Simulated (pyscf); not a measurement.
# Four-centre exchange: O=SiH–OH + water (H₂O) → O=SiH–OH + water (H₂O)

Gas phase, singlet surface, charge 0. Bonds broken: Si2–O3, O6–H7. Bonds formed: Si2–O6, O3–H7. PySCF, gas phase, ωB97X-D3(BJ)/def2-SVP geometries. Correlated levels are frozen-core, on RHF or UHF. ΔMP2 is the change of the MP2 total energy from the triple- to the quadruple-zeta basis.

Transition state (Å):

```xyz
8

O      1.7892     0.1565    -0.1184
Si     0.2647     0.2586    -0.0133
O     -0.6676    -1.2333    -0.4889
H     -0.6172     1.3659    -0.4206
H     -0.1088    -1.9233    -0.8753
O     -0.4658    -0.3218     1.5522
H     -0.7439    -1.2024     0.7387
H      0.1985    -0.5405     2.2220
```

One imaginary mode, 1207i cm⁻¹; descent along it reached the two sides named, in the forms told below.

```csv
bond,change,reactant side (Å),saddle,product side
Si2–O3,breaks,1.666,1.822,1.998
O6–H7,breaks,0.971,1.231,2.594
Si2–O6,forms,1.998,1.822,1.665
O3–H7,forms,2.591,1.230,0.971
```

Electronic energies relative to the separated reactants (kcal/mol):

| level | barrier | reaction energy | reverse barrier |
|---|---|---|---|
| ωB97X-D3(BJ)/def2-TZVP | -4.8 | 0.0 | -4.8 |
| PBE/def2-TZVP | -6.0 | 0.0 | -6.0 |
| r²SCAN/def2-TZVP | -7.0 | 0.0 | -7.0 |
| B3LYP-D3(BJ)/def2-TZVP | -3.3 | 0.0 | -3.3 |
| PBE0-D3(BJ)/def2-TZVP | -6.8 | 0.0 | -6.8 |
| M06-2X/def2-TZVP | -6.8 | 0.0 | -6.8 |
| ωB97M-D3(BJ)/def2-TZVP | -4.3 | 0.0 | -4.3 |
| HF/def2-TZVP | 7.2 | 0.0 | 7.2 |
| MP2/def2-QZVPP | -3.0 | 0.0 | -3.0 |
| CCSD/def2-TZVPP | -0.6 | 0.0 | -0.6 |
| CCSD(T)/def2-TZVPP | -2.0 | 0.0 | -2.0 |
| CCSD(T)/def2-TZVPP + ΔMP2(QZVPP) | -1.8 | 0.0 | -1.8 |

With CCSD(T)/def2-TZVPP + ΔMP2(QZVPP) energies and thermal terms (ideal gas, 1 atm, RRHO with modes under 100 cm⁻¹ raised to 100, one conformer, R ln 2 for chiral ones without a mode under 150 cm⁻¹), in kcal/mol:

```
T (K)   ΔH‡   ΔG‡   ΔH   ΔG
-----  ----  ----  ---  ---
298    -2.6   8.9  0.0  0.0
600    -2.7  20.7  0.0  0.0
900    -2.2  32.3  0.0  0.0
1200   -1.5  43.7  0.0  0.0
```

On the reactant side the descent ends in an adduct with a O–Si contact, 21.0 kcal/mol under the separated species and 16.2 kcal/mol under the saddle at ωB97X-D3(BJ)/def2-TZVP. On the product side the descent ends in an adduct with a O–Si contact, 21.0 kcal/mol under the separated species and 16.2 kcal/mol under the saddle at ωB97X-D3(BJ)/def2-TZVP. At ωB97X-D3(BJ), PBE, r²SCAN, B3LYP-D3(BJ), PBE0-D3(BJ), M06-2X, ωB97M-D3(BJ), MP2, CCSD, CCSD(T), CCSD(T) the saddle lies under the separated reactants, which points to a path from their complex (located at ωB97X-D3(BJ) alone). At ωB97X-D3(BJ), PBE, r²SCAN, B3LYP-D3(BJ), PBE0-D3(BJ), M06-2X, ωB97M-D3(BJ), MP2, CCSD, CCSD(T), CCSD(T) the saddle lies under the separated products, which points to a path from their complex (located at ωB97X-D3(BJ) alone). What is counted as formed (O–Si) is already present as a longer contact in the reactant adduct; forming that adduct is a step of its own. What is counted as broken (O–Si) persists as a longer contact in the product adduct; parting that adduct is a step of its own. The same reactants have a lower exit, to HO–SiH(OH)–OH (barrier -17.4 kcal/mol at ωB97M-D3(BJ), against -4.3 kcal/mol here). O=SiH–OH lies 9.8 kcal/mol over its isomer HO–Si:–OH [singlet] (electronic energy, ωB97M-D3(BJ)). This is the saddle that the search found; another between the same sides may lie lower. The CCSD(T) − MP2 part came from Ansatz, without density fitting, on the same reference.
